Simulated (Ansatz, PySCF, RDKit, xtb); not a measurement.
**Which structure has the formula CH6BO+?**

Given the formula CH6BO+ (charge +1) and nothing else, which arrangement of the atoms is the most stable in the gas at 298.15 K, and what are its properties?

The funnel: GFN2-xTB relaxations, single points with a density functional, relaxations at PBE0-D3(BJ)/def2-SVP, harmonic vibrations, and a last energy at a higher level. All values are calculated.

4 further runs of the same task are left out: 4 set aside as unsound or not needed.

## Step 1: Candidates

A program enumerates the bonding patterns with one Lewis structure each (two rings at most, one unusual centre or charged pair), with their diastereomers. O–O, O–halogen and N–halogen bonds and N–N–N chains are not drawn. That gives 3 candidates.

```csv
label,SMILES,spin
c081,BC[OH2+],singlet
c189,B[OH+]C,singlet
c956,CB[OH2+],singlet
```

Candidates are built by distance geometry, with a force field where one applies, in up to four conformers (letters a to d).

Q: Predict the outcome of this search (final energies at CCSD(T)/def2-TZVP).

| quantity | value |
| --- | --- |
| lowest structure found | CB[OH2+], singlet, Cs |
| next finalist | B[OH+]C, singlet, 20.0 kcal/mol higher in G |
| share at equilibrium, among the finalists | 100.0 % |
| harmonic wavenumbers, lowest and highest (PBE0-D3(BJ)/def2-SVP) | 107 and 3779 cm⁻¹ |
| rotational constants, same geometry | 1.364, 0.2713, 0.236 cm⁻¹ |
| HOMO energy (PBE0/def2-TZVPD) | -15.64 eV |
| LUMO energy (PBE0/def2-TZVPD) | -6.42 eV |
| HOMO–LUMO gap (PBE0/def2-TZVPD) | 9.22 eV |
| lowest excitation (TD-PBE0/def2-SVPD) | 7.12 eV (f = 0.001) |
| strongest of the states computed, same level | 9.35 eV (f = 0.163) |
| lowest triplet excitation, same level, Tamm-Dancoff | 6.38 eV |
| vertical ionisation energy | 18.29 eV |
| vertical recombination energy (electron added) | 4.45 eV |
| vertical triplet less singlet | +6.45 eV |

The search ends on `CB[OH2+]`. The margin of 20.0 kcal/mol over the next finalist is beyond the usual error of the last level; it says nothing of structures that weren't ranked. GFN2-xTB, HF/STO-3G, r2SCAN-D4/def2-SVP, PBE0-D3(BJ)/def2-SVP, HF/def2-TZVP and MP2/def2-TZVP already put its bonding pattern lowest among the structures in one piece. Lowest found is not proven lowest: the search is finite, and each finalist counts with one conformer. Patterns outside the rules of the enumeration were met only by chance.
